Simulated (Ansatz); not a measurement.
Input for Ansatz (development build ahead of 0.2.0):

```yaml
crystal:
  periodic: [false, false, false]
  atoms:
    - { symbol: O, position_ang: [0.0357, 0.00056, -0.55914] }
    - { symbol: O, position_ang: [-0.00846, -0.04856, 0.58574] }
basis:
  gaussian: { orbitals: "6-31G" }
magnetization:
  spin_polarized: true
  initial_magnetization: 2
hamiltonian:
  xc: hf
```

The input is written out in the form of the current development build from the run's settings.

Results

```
Converged                       : yes
Total energy                    : -149.54144 hartree
Spin squared of the determinant : 2.030
```
